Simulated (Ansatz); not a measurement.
**Mg₂H₂+ (quartet): from Hartree-Fock to the top rungs, def2-TZVPP**

One table from this session's results is given with a row withheld; the runs are named, their logs left out.

Program: Ansatz 0.2.0, Gaussian basis. Level of theory: def2-TZVPP, core rule «outside noble gas», up to 10 orbitals frozen. These are calculated values, not measurements.

The runs, in order: UHF; ROHF; CCSD(T) on UHF.

2 further runs of the same task are left out: 2 set aside as unsound or not needed.

### The system

The geometry is a PBE0/def2-TZVP stationary point (not a proven minimum) of the parent state, kept for this charge and spin.

4 atoms, charge 1, spin multiplicity 4.

Atoms are counted from 1 here; the program's logs count them from 0.

Bond lengths: Mg1–H3 1.900 Å, Mg1–H4 1.900 Å, Mg2–H3 1.900 Å, Mg2–H4 1.900 Å. Angles: H3–Mg1–H4 82.5°, H3–Mg2–H4 82.5°, Mg1–H3–Mg2 97.5°, Mg1–H4–Mg2 97.5°.

Geometry (Å):

```xyz
4
H2Mg2
Mg    0.0000    0.0000    1.4283
Mg    0.0000    0.0000   -1.4283
H     0.0000    1.2523    0.0000
H     0.0000   -1.2523    0.0000
```

The first run:

in.yaml reads:

```yaml
crystal:
  periodic: [false, false, false]
  atoms:
    - {symbol: Mg, position_ang: [0.000000, 0.000000, 1.428326]}
    - {symbol: Mg, position_ang: [0.000000, 0.000000, -1.428326]}
    - {symbol: H, position_ang: [0.000000, 1.252270, 0.000000]}
    - {symbol: H, position_ang: [0.000000, -1.252270, 0.000000]}
basis:
  gaussian: {orbitals: def2-TZVPP}
total_charge: 1
magnetization: {spin_polarized: true, initial_magnetization: 3}
hamiltonian: {xc: hf}
output: {orbitals: {seedname: orbitals}}
```

The run is started by

```sh
ansatz run in.yaml --threads 1 --pin off --events-out ev --progress --plain --max-ram 2816MiB --backend cpu
```

Among the steps run: UHF; ROHF; CCSD(T) on UHF.

One of the session's tables, all rows but one given; the rest of the session is left out.

| method | from UCCSD(T) (kcal/mol) |
| --- | --- |
| ROHF | ? |
| UHF | +37.83 |
| UMP2 | +12.52 |
| UCCSD | +1.01 |
| UCCSD(T) | 0 |

Estimate the missing values for ROHF.

The run gave: from UCCSD(T) (kcal/mol): +44.36. In the column «from UCCSD(T) (kcal/mol)» it is the highest.
